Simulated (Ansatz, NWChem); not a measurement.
**Heat of formation of CHNS (isothiocyanic acid) from total energies**

The species is CHNS (4 atoms), meant as a singlet with charge 0. As SMILES, `N=C=S`. The shape is that of a PBE0-D4/def2-TZVP optimisation.

Total energies at MP2/def2-TZVP, 7 core orbitals frozen (NWChem 7.3.0); the atoms run unrestricted:

| species | state | energy (Eh) |
| --- | --- | --- |
| CHNS | singlet | -490.976095 |
| N | quartet | -54.497614 |
| C | triplet | -37.758589 |
| S | triplet | -397.616122 |
| H | doublet | -0.499810 |

Harmonic wavenumbers at PBE0-D4/def2-TZVP, in cm⁻¹: 464, 502, 634, 901, 2082, 3713.

Measured heats of formation of the gaseous atoms at 298.15 K, in kJ/mol: N 472.4, C 716.9, S 277.0, H 218.0. Spin-orbit lowering of the atoms at 298 K (mean of the ground term's levels less their thermal mean, from spectra), in kJ/mol: C 0.02, S 1.88. Take 1 Eh = 2625.50 kJ/mol, 1 cm⁻¹ = 0.0119627 kJ/mol, RT = 2.479 kJ/mol.

Work out the heat of formation of the gas at 298 K.


1. Electronic atomisation energy: (-54.497614) + (-37.758589) + (-397.616122) + (-0.499810) − (-490.976095) = 0.603960 Eh = 1585.7 kJ/mol.
2. Zero-point energy: half the sum of the wavenumbers, 4148 cm⁻¹ = 49.6 kJ/mol.
3. Thermal vibrational enthalpy, Σ hcν̃/(exp(hcν̃/kT) − 1): 1.8 kJ/mol. Translation, rotation and pV of a non-linear molecule: 4 RT = 9.9 kJ/mol.
4. The 4 free atoms carry 5/2 RT each: 24.8 kJ/mol.
5. Spin-orbit coupling lowers the free atoms by 0.02 + 1.88 = 1.9 kJ/mol.
6. Atomisation enthalpy at 298 K: 1585.7 − 1.9 − 49.6 − 1.8 − 9.9 + 24.8 = 1547.3 kJ/mol.
7. Sum of the atoms' heats of formation: 1684.3 kJ/mol. Heat of formation: 1684.3 − 1547.3 = +137.0 kJ/mol.

The tabulated value is +127.6 kJ/mol (CRC Handbook of Chemistry and Physics), so this level is off by +9.4 kJ/mol, or 0.6 % of the atomisation enthalpy that the table implies (1556.7 kJ/mol). Anharmonicity and any spin-orbit splitting of the molecule are left out, and cores are frozen in the wave-function part.
